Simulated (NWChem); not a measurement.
System: butadiene (C₄H₆); SMILES C=CC=C

```xyz
10

C     -0.1193     1.8469     0.0000
C      0.3964     0.6098     0.0000
C     -0.3964    -0.6098     0.0000
C      0.1193    -1.8469     0.0000
H     -1.2017     2.0112     0.0000
H      0.5189     2.7336     0.0000
H      1.4860     0.4825     0.0000
H     -1.4860    -0.4825     0.0000
H     -0.5189    -2.7336     0.0000
H      1.2017    -2.0112     0.0000
```
Atoms are numbered in this order, from 1.

Program: NWChem. Coordinates come from a PBE0/def2-SVP optimisation. Level: PBE0/def2-SVP with SMD (1 M gas to 1 M solution), gas-phase geometry.

For solvent water:

| Quantity | Value |
|---|---|
| solvation free energy (kcal/mol) | 1.1 |
| cavity-dispersion-structure term (kcal/mol) | 4.0 |

Problem. What are these values for solvent toluene?

Solution. 
- solvation free energy (kcal/mol) = -2.6
- cavity-dispersion-structure term (kcal/mol) = -1.0
